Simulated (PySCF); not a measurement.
# Cost of excited-state runs on allyl fluoride (SMILES C=CCF)

Geometry:
```tsv
atom	x (Å)	y (Å)	z (Å)
C1	0.468	1.297	0.086
C2	0.119	0.182	-0.535
C3	-0.394	-1.042	0.136
F4	-0.493	-0.881	1.499
H5	0.396	1.384	1.163
H6	0.837	2.153	-0.466
H7	0.196	0.103	-1.617
H8	-1.389	-1.302	-0.246
H9	0.271	-1.893	-0.055
```

PySCF with density fitting, on 1 thread of an Arm Neoverse V1, shared host. Command: `OMP_NUM_THREADS=1 python excited_run.py task.json out`

(1) How long does each of these runs take, and how much memory?
- first hyperpolarisability, CAM-B3LYP/aug-cc-pVTZ; usual settings
- excited states, wB97X-D/def2-TZVPD; Tamm-Dancoff; spin-orbit couplings; 6 states; 5 triplets; quadratic response for 4 states
- excited states, CAM-B3LYP/aug-cc-pVTZ; two-photon moments; 8 states; quadratic response for 6 states; 0 triplets

Answers

(1) 
```csv
run,level,basis functions,wall time,peak memory (GiB)
first hyperpolarisability,CAM-B3LYP/aug-cc-pVTZ,299,35 s,0.89
excited states,wB97X-D/def2-TZVPD,196,18 s,0.71
excited states,CAM-B3LYP/aug-cc-pVTZ,299,48 s,0.87
```
Times from a shared host are rough.
